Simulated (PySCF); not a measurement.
## Shapes and spin states of HS(OH)

Level of theory: PBE0/[S def2-TZVP, H def2-TZVP, O def2-TZVP], no relativity, density fitting, PySCF.

Relaxations began from a few typed shapes and spin states; open shells are unrestricted. The search is not exhaustive: other isomers or separated fragments can lie lower, and high-lying points may rest on an excited occupation.

```tsv
spin	group	bonds	angles	imaginary modes (cm⁻¹)	ΔE (kJ/mol)	ΔE with ZPE (kJ/mol)
singlet	C1	O–H 0.963 Å, S–H 1.350 Å, S–O 1.657 Å	H–O–S 107.5°, H–S–O 98.7°	none	0.0	0.0
singlet	Cs	O–H 0.961 Å, S–H 1.346 Å, S–O 1.676 Å	H–O–S 109.5°, H–S–O 99.9°	563i	27.8	–
triplet	Cs	O–H 0.969 Å, S–H 1.344 Å, S–O 2.044 Å	H–O–S 104.3°, H–S–O 89.5°	none	246.6	238.1
```

The lowest minimum found is the singlet C1: O–H 0.963 Å, S–H 1.350 Å, S–O 1.657 Å; H–O–S 107.5°, H–S–O 98.7°.
